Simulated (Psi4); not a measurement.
# BCl (SMILES [B]Cl) at M06-L/aug-cc-pVDZ (density fitting with cc-pvtz-jkfit, sweep point 4)

Aim: the vertical ionisation energy of BCl at M06-L/aug-cc-pVDZ (density fitting with cc-pvtz-jkfit, sweep point 4), from 2 runs. Input form: a Python script.

The results are computed with Psi4 1.11.

**1. Starting point**

BCl: 2 atoms, total charge 0, spin state singlet. As SMILES, `[B]Cl`. Geometry: relaxed at PBE0-D4/def2-TZVP.

Bond lengths: B1–Cl2 1.718 Å.

**2. The energy at M06-L/aug-cc-pVDZ (density fitting with cc-pvtz-jkfit, sweep point 4)**

Input file calc.py:

```python
import psi4

psi4.set_memory('1600 MB')
psi4.set_num_threads(1)
psi4.core.set_output_file('bcl.out', False)

mol = psi4.geometry("""
0 1
B      0.000000     0.000000    -0.069660
Cl     0.000000     0.000000     1.648190
symmetry c1
""")

psi4.set_options({
    'reference': 'rks',
    'puream': True,
    'scf_type': 'df',
    'dft_radial_points': 99,
    'dft_spherical_points': 590,
    'df_basis_scf': 'cc-pvtz-jkfit',
})

e, wfn = psi4.energy('m06-l/aug-cc-pVDZ', molecule=mol, return_wfn=True)
print(f'total energy {e:.8f} hartree = {e * 27.211386:.5f} eV')
```

Launch:

```sh
$ python calc.py
```

bcl.out:

```text
[...]
  Running in c1 symmetry.
[...]
  Nuclear repulsion =   26.183929276100940
[...]
  Multiplicity = 1
[...]
  Nalpha       = 11
  Nbeta        = 11
[...]
    Number of basis functions: 50
[...]
   @DF-RKS iter   1:  -484.93751625583354   -2.19814e-01   4.94148e-03 DIIS/ADIIS
[...]
   @DF-RKS iter   7:  -484.98304118605949   -3.51055e-08   3.72841e-07 DIIS
[...]
    Orbital Energies [Eh]
    ---------------------
    Doubly Occupied:
       1A   -101.241534     2A     -9.465805     3A     -7.169215
       4A     -7.165049     5A     -7.165049     6A     -6.753652
       7A     -0.859050     8A     -0.484663     9A     -0.369791
      10A     -0.369791    11A     -0.239633
[...]
  @DF-RKS Final Energy:  -484.98304118605949
   => Energetics <=
    Nuclear Repulsion Energy =             26.1839292761009403
    One-Electron Energy =                -719.4355017750692696
    Two-Electron Energy =                 240.4737280115103886
    DFT Exchange-Correlation Energy =     -32.2051966986015472
    Empirical Dispersion Energy =           0.0000000000000000
    VV10 Nonlocal Energy =                  0.0000000000000000
    Total Energy =                       -484.9830411860594950
[...]
 Multipole Moments:
 ------------------------------------------------------------------------------------
     Multipole            Electronic (a.u.)      Nuclear  (a.u.)        Total (a.u.)
 ------------------------------------------------------------------------------------
 L = 1.  Multiply by 2.5417464519 to convert [e a0] to [Debye]
 Dipole X            :         -0.0000000            0.0000000           -0.0000000
 Dipole Y            :         -0.0000000            0.0000000           -0.0000000
 Dipole Z            :         -0.2442215            0.8694190            0.6251975
 Magnitude           :                                                    0.6251975
[...]
```

Standard output:

```text
total energy -484.98304119 hartree = -13197.06074 eV
```

Wall time 6.9 s (1 thread of Intel Xeon Platinum 8488C (Sapphire Rapids), shared host); peak memory 0.65 GiB.

**3. The doublet cation**

Input file calc.py:

```python
import psi4

psi4.set_memory(1600000000)
psi4.set_num_threads(1)
psi4.set_output_file('psi4.out', False)

geom = psi4.geometry("""
1 2
B      0.000000     0.000000    -0.069660
Cl     0.000000     0.000000     1.648190
symmetry c1
""")

psi4.set_options({
    'basis': 'aug-cc-pVDZ',
    'reference': 'uks',
    'puream': True,
    'scf_type': 'df',
    'dft_radial_points': 99,
    'dft_spherical_points': 590,
    'df_basis_scf': 'cc-pvtz-jkfit',
    'maxiter': 100,
})

e, wfn = psi4.energy('M06-L', molecule=geom, return_wfn=True)
print(f'total energy {e:.8f} hartree = {e * 27.211386:.5f} eV')
```

Launch:

```sh
$ python calc.py
```

psi4.out:

```text
[...]
  Running in c1 symmetry.
[...]
  Nuclear repulsion =   26.183929276100940
[...]
  Multiplicity = 2
[...]
  Nalpha       = 11
  Nbeta        = 10
[...]
    Number of basis functions: 50
[...]
   @DF-UKS iter   1:  -484.60438492382764    1.13317e-01   2.84695e-03 DIIS/ADIIS
[...]
   @DF-UKS iter  10:  -484.62017784483510   -4.41889e-09   2.20834e-07 DIIS
[...]
   @S^2 Observed:                7.590195697E-01
[...]
    Orbital Energies [Eh]
    ---------------------
    Alpha Occupied:
       1A   -101.544482     2A     -9.762017     3A     -7.469431
       4A     -7.460256     5A     -7.460256     6A     -7.144039
       7A     -1.138993     8A     -0.774679     9A     -0.638028
      10A     -0.638028    11A     -0.606526
    Alpha Virtual:
      12A     -0.413641    13A     -0.413641    14A     -0.206665
      15A     -0.154791    16A     -0.116110    17A     -0.114720
      18A     -0.114720    19A     -0.078814    20A     -0.047364
      21A     -0.047363    22A     -0.043912    23A     -0.043912
      24A      0.002273    25A      0.014937    26A      0.014937
[...]
  @DF-UKS Final Energy:  -484.62017784483510
   => Energetics <=
    Nuclear Repulsion Energy =             26.1839292761009403
    One-Electron Energy =                -712.8382478288572202
    Two-Electron Energy =                 233.9556141400158253
    DFT Exchange-Correlation Energy =     -31.9214734320946221
    Empirical Dispersion Energy =           0.0000000000000000
    VV10 Nonlocal Energy =                  0.0000000000000000
    Total Energy =                       -484.6201778448350979
[...]
 Multipole Moments:
 ------------------------------------------------------------------------------------
     Multipole            Electronic (a.u.)      Nuclear  (a.u.)        Total (a.u.)
 ------------------------------------------------------------------------------------
 L = 1.  Multiply by 2.5417464519 to convert [e a0] to [Debye]
 Dipole X            :         -0.0000000            0.0000000           -0.0000000
 Dipole Y            :          0.0000000            0.0000000            0.0000000
 Dipole Z            :         -2.1972086            0.8694190           -1.3277896
 Magnitude           :                                                    1.3277896
[...]
```

The script printed:

```text
total energy -484.62017784 hartree = -13187.18672 eV
```

Run time: 11 s. Hardware: 1 thread of Intel Xeon Platinum 8488C (Sapphire Rapids), shared host; peak memory 0.65 GiB.

**4. Results**

At M06-L/aug-cc-pVDZ (density fitting with cc-pvtz-jkfit, sweep point 4):

| quantity | value |
| --- | --- |
| singlet BCl: total energy | -484.98304 Eh |
| singlet BCl: dipole moment | 1.59 D |
| singlet BCl: HOMO energy | -6.52 eV |
| singlet BCl: LUMO energy | -2.59 eV |
| singlet BCl: HOMO–LUMO gap | 3.93 eV |
| doublet cation: total energy | -484.62018 Eh |
| doublet cation: HOMO energy (highest over α and β) | -16.50 eV |
| doublet cation: LUMO energy (lowest over α and β) | -15.04 eV |
| doublet cation: ⟨S²⟩ | 0.759 |
| vertical ionisation energy (to the doublet cation) | 9.874 eV |

In words: Removing an electron at fixed nuclei costs 9.87 eV (953 kJ/mol). The negative HOMO energy of the first species, 6.52 eV, lies 3.35 eV below that difference.
